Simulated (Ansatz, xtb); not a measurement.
Relative energy of two isomers of C4H9P

Structure X is `CP1CCC1`, a singlet and structure Y is `C1CCPC1`, a singlet. Both are isolated molecules in the gas phase, relaxed with B3LYP/def2-SVP; the shapes shown needn't be the lowest conformers.

X (Å):

```csv
atom,x (Å),y (Å),z (Å)
C,-1.2081,1.0413,0.9612
C,0.0722,-0.3211,-1.2413
C,0.8085,-1.1955,-0.1969
C,1.4468,-0.0434,0.6170
P,0.2716,1.2340,-0.1628
H,-2.0989,1.4388,0.4487
H,-1.4093,0.0014,1.2641
H,-1.0489,1.6486,1.8668
H,0.6431,-0.1973,-2.1754
H,-0.9547,-0.6178,-1.5054
H,1.5194,-1.9305,-0.6128
H,0.0912,-1.7611,0.4183
H,1.4266,-0.1364,1.7139
H,2.4827,0.1745,0.3114
```

Y (Å):

```xyz
14

C    -0.0632    0.5146    1.0786
C    -0.1156    0.9747   -0.3849
C    -0.1390   -0.2773   -1.2893
C     1.0052   -0.5838    1.1552
P     0.7838   -1.6702   -0.3731
H    -1.0426    0.0994    1.3765
H     0.1527    1.3532    1.7630
H    -0.9782    1.6330   -0.5811
H     0.7891    1.5682   -0.6051
H     0.3379   -0.0879   -2.2629
H    -1.1681   -0.6092   -1.4949
H    -0.3867   -2.3432    0.1050
H     2.0173   -0.1463    1.1108
H     0.9546   -1.1885    2.0738
```

**Question.** Estimate E(Y) − E(X) at the level CCSD(T)/def2-SVP + ΔMP2/def2-TZVPP.

**Answer.** Calculated at CCSD(T)/def2-SVP + ΔMP2/def2-TZVPP: E(Y) − E(X) = −0.541 eV, so structure Y lies lower.

The same difference at several levels:

| level | geometry | E(Y) − E(X) (eV) | departure from the last row (eV) | job, with rough time for the two |
| --- | --- | --- | --- | --- |
| GFN2-xTB | GFN2-xTB | −0.594 | −0.052 | optimisation, 0.29 s |
| HF/STO-3G | GFN2-xTB | −0.662 | −0.121 | single point, 1.8 s |
| r2SCAN-D4/def2-SVP | GFN2-xTB | −0.627 | −0.086 | single point, 5.5 s |
| B3LYP/def2-SVP | B3LYP/def2-SVP | −0.597 | −0.055 | optimisation, 91 s |
| HF/def2-SVP | B3LYP/def2-SVP | −0.668 | −0.126 | part of the CCSD(T) run |
| MP2/def2-SVP | B3LYP/def2-SVP | −0.691 | −0.150 | part of the CCSD(T) run |
| CCSD(T)/def2-SVP | B3LYP/def2-SVP | −0.687 | −0.146 | single point |
| CCSD(T)/def2-SVP + ΔMP2/def2-TZVPP | B3LYP/def2-SVP | −0.541 |  | single point, 71 s |

As drawn, Y has 1 C–C, 1 P–H in place of 1 C–P, 1 C–H. Structure X has a 4-membered ring, Y a 5-membered ring.

None of the levels shown reverses the order. The largest departure from CCSD(T)/def2-SVP + ΔMP2/def2-TZVPP is that of MP2/def2-SVP, 0.150 eV. The last row adds to CCSD(T) the change of the MP2 difference between the two basis sets, here +0.146 eV, a large step that makes the value less sure.

With thermal terms from frequencies at re-optimised GFN2-xTB minima (ideal gas, soft modes damped towards free rotors, one conformer each, 298.15 K, 1 atm): on the last row, ΔE + ΔZPE = −0.522, ΔH = −0.544, ΔG = −0.506 eV.

The correlated steps freeze 9 core orbitals. Programs: Ansatz 0.2.0, xtb 6.7.1; the last row on 2 threads of Intel(R) Xeon(R) Processor @ 2.70GHz on a shared host.
